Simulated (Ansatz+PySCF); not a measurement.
singlet H2O: levels of theory in one basis

```xyz
3

O     0.0000    0.0000   -0.3590
H     0.0000    2.2625    1.4360
H     0.0000   -2.2625    1.4360
```

Basis set: 6-31G* (spherical functions). Correlated methods keep 1 orbital frozen. Charge 0, multiplicity 1.

Computed with Ansatz (development build ahead of 0.2.0); each method stands on the lowest determinant of its kind that the runs found. NEVPT2 correlates all electrons. Active spaces start from the frontier orbitals, and the lowest solution found is given.

| method | E − E(RHF) (eV) | <S²> of the determinant |
| --- | --- | --- |
| RHF | 0.00 | 0.00 |
| UHF | -9.75 | 2.00 |
| RHF-MP2 | -8.69 | – |
| UHF-MP2 | -12.34 | 2.00 |
| RHF-CCSD(T) | -10.97 | – |
| UHF-CCSD(T) | -12.79 | 2.00 |
| UHF-CCSDT(Q) | -12.81 | 2.00 |
| full CI (lowest root of this spin) | -12.82 | – |
| CASSCF(8,6) | -9.64 | – |

(1) What does SC-NEVPT2(8,6) give on the same scale?

(2) Is a single determinant a sound starting point here?

Answers

(1) -12.18 eV. NEVPT2 here correlates all electrons, so it doesn't share the others' frozen core.

At such a shape the full CI root can have another spatial symmetry than the determinants, so the rows needn't describe one state.

(2) It is doubtful. Unrestricted orbitals lower Hartree–Fock by 9.75 eV and <S²> is 2.00 where a pure state has 0.00, a sign of strong static correlation. The CASSCF(8,6) natural occupations are 2.00, 2.00, 1.12, 1.10, 0.90, 0.88.

Caution for RHF, RHF-MP2, RHF-CCSD(T): an unrestricted determinant lies well below. Caution for UHF, UHF-MP2, UHF-CCSD(T), UHF-CCSDT(Q): the unrestricted determinant is a mixture of spin states. Caution for RHF-MP2: large amplitudes, a single reference is doubtful; another reference gives a lower total. Caution for RHF-MP2, UHF-MP2, RHF-CCSD(T), UHF-CCSD(T), UHF-CCSDT(Q): a plain start can end on a higher determinant. Caution for UHF-MP2, UHF-CCSD(T), UHF-CCSDT(Q): bonds are stretched, where a single reference can fail. Caution for RHF-CCSD(T): very large amplitudes, the method is breaking down; the amplitudes may be one of several solutions.
